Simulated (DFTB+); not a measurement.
DFTB+ input (SCC-DFTB): The folder sk holds the Slater-Koster set scc that CP2K ships.

```
Geometry = xyzFormat {
10

S      0.00008847     0.23160742    -0.44340035
O     -0.00913114     1.47909038     0.36871709
C      1.35685821    -0.79445686     0.19502839
C     -1.34932659    -0.80911957     0.18682947
H      1.25281814    -0.88687215     1.27606774
H     -2.27826206    -0.29833962    -0.06004470
H      1.34325030    -1.77162955    -0.28833934
H      2.28168311    -0.27363282    -0.04622945
H     -1.32220226    -1.78607156    -0.29641485
H     -1.25084331    -0.90043755     1.26848240
}
Hamiltonian = DFTB {
  SCC = Yes
  SCCTolerance = 1e-8
  MaxSCCIterations = 300
  Charge = 0
  SlaterKosterFiles = Type2FileNames {
    Prefix = "sk/"
    Separator = ""
    Suffix = ".spl"
    LowerCaseTypeName = Yes
  }
  MaxAngularMomentum {
    C = "p"
    H = "s"
    O = "p"
    S = "d"
  }
  Filling = Fermi { Temperature [K] = 0 }
}
ParserOptions { ParserVersion = 14 }
```

From the last part of the output:

```
    4   2   1   1       0.97765634  p_x
    5   1   0   0       0.91387455  s
    6   1   0   0       0.91825227  s
    7   1   0   0       0.92914033  s
    8   1   0   0       0.91825227  s
    9   1   0   0       0.92914033  s
   10   1   0   0       0.91387455  s

Fermi level:                        -0.1334869699 H           -3.6324 eV
Band energy:                       -11.1537883791 H         -303.5100 eV
TS:                                  0.0000000000 H            0.0000 eV
Band free energy (E-TS):           -11.1537883791 H         -303.5100 eV
Extrapolated E(0K):                -11.1537883791 H         -303.5100 eV
Input / Output electrons (q):     26.0000000000     26.0000000000

Energy H0:                         -11.6982904678 H         -318.3267 eV
Energy SCC:                          0.0112715572 H            0.3067 eV
Total Electronic energy:           -11.6870189106 H         -318.0200 eV
Repulsive energy:                    0.2152017736 H            5.8559 eV
Total energy:                      -11.4718171370 H         -312.1640 eV
Extrapolated to 0:                 -11.4718171370 H         -312.1640 eV
Total Mermin free energy:          -11.4718171370 H         -312.1640 eV
Force related energy:              -11.4718171370 H         -312.1640 eV

Non-constrained calculation

SCC converged

Dipole moment:    0.00499551   -0.83384160   -0.15762877 au
Dipole moment:    0.01269732   -2.11941411   -0.40065240 Debye
```
